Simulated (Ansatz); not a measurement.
Start from `CBS` and change one atom or group to get `NBS`.

Ansatz, PBE0-D4/def2-TZVP geometries, multiplicity 1. Each molecule was computed in one conformer, which needn't be the lowest.

```csv
property,`CBS`
HOMO–LUMO gap (ωB97M-V/def2-TZVPP) / eV,11.52
HOMO–LUMO gap (B3LYP/def2-TZVPP) / eV,6.90
LUMO energy (ωB97M-V/def2-TZVPP) / eV,1.23
size of the dipole moment (ωB97M-V/def2-TZVPP) / D,0.53
vertical ionisation energy (CCSD(T)/CBS(def2)) / eV,10.63
HOMO–LUMO gap (PBE0/def2-TZVPP) / eV,7.34
```

(1) What does the change do to each property? (Best estimate.)

Answers

(1) Computed: 
```tsv
property	`NBS`	shift
HOMO–LUMO gap (ωB97M-V/def2-TZVPP) / eV	11.42	-0.10
HOMO–LUMO gap (B3LYP/def2-TZVPP) / eV	7.13	0.23
LUMO energy (ωB97M-V/def2-TZVPP) / eV	2.06	0.83
size of the dipole moment (ωB97M-V/def2-TZVPP) / D	1.68	1.15
vertical ionisation energy (CCSD(T)/CBS(def2)) / eV	9.74	-0.89
HOMO–LUMO gap (PBE0/def2-TZVPP) / eV	7.67	0.33
```

With PBE0 the HOMO rises by 0.92 eV and the LUMO rises by 1.25 eV, so the gap widens by about 0.33 eV. PBE moves the HOMO by 0.98 eV and ωB97M-V by 0.92 eV. The zero-point energy changes by -23.9 kJ/mol with -3 modes. Dipoles are sizes alone; their direction can turn.

B3LYP here is the variant with VWN-RPA as its local correlation; programs differ in this.
